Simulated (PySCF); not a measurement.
How methods differ on the ionisation energy of Ar

Ar [Ar] (1S) → Ar⁺ [Ne] 3s2 3p5 (2P), as a difference of total energies. All numbers are calculated (PySCF 2.14, no relativity, point nucleus, in cc-pV(D+d)Z (4s3p2d, 23 functions)). Correlated levels: valence: [Ne] frozen. The calculations carry no spin-orbit coupling.

| method | ionisation energy (eV) |
| --- | --- |
| UHF | 14.670 |
| r2SCAN | 15.850 |
| MN15 | 15.798 |
| SCS-MP2 (valence) | 15.340 |
| CCSD (valence) | 15.270 |

Question: Estimate what CCSD(T) (valence) gives.

Answer: 15.275 eV, closest to CCSD (valence) among the rows shown.

Question: Estimate what MP2 (valence) gives.

Answer: 15.431 eV, closest to SCS-MP2 (valence) among the rows shown.

Errors of the correlated levels include the incompleteness of this basis and the frozen core.

For comparison: 15.819 eV (measured; NIST levels, between the centres of gravity of the two terms).
